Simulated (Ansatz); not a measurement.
Zinc-blende BeSe was calculated with revPBE (Ansatz, an electronic-structure program, plane waves, PAW).

Settings: plane-wave cutoff 520 eV, 12×12×12 k mesh, Fermi–Dirac smearing 0.01 eV, scalar-relativistic PAW data made under PBE.

Computed points:

```json
[
 {"V (Å³/atom)": "16.653", "E − E_lowest (meV/atom)": "15.71"},
 {"V (Å³/atom)": "17.008", "E − E_lowest (meV/atom)": "6.74"},
 {"V (Å³/atom)": "17.362", "E − E_lowest (meV/atom)": "1.63"},
 {"V (Å³/atom)": "17.716", "E − E_lowest (meV/atom)": "0.00"},
 {"V (Å³/atom)": "18.071", "E − E_lowest (meV/atom)": "1.54"},
 {"V (Å³/atom)": "18.425", "E − E_lowest (meV/atom)": "5.95"},
 {"V (Å³/atom)": "18.779", "E − E_lowest (meV/atom)": "12.95"}
]
```

Problem. What bulk modulus B0 and pressure derivative B′ does a third-order Birch–Murnaghan fit give?

Solution. V0 = 17.715 Å³/atom, B0 = 71.5 GPa, B′ = 3.9 (fit to the energies at full precision).

Measured, for comparison: bulk modulus 92.2 GPa (temperature not stated, no zero-point or thermal correction; as tabulated in Inakpenu et al., APS March Meeting 2017, C27.9); equilibrium volume per atom 16.96 Å³/atom (temperature not stated, no zero-point or thermal correction; as tabulated in Bernardini et al. (2000), arXiv:cond-mat/0007180). Computed (rounded) less measured: bulk modulus -22 %, equilibrium volume per atom +4.5 %.

Computed values are for the static lattice.

Computing time: roughly 40 core-seconds.
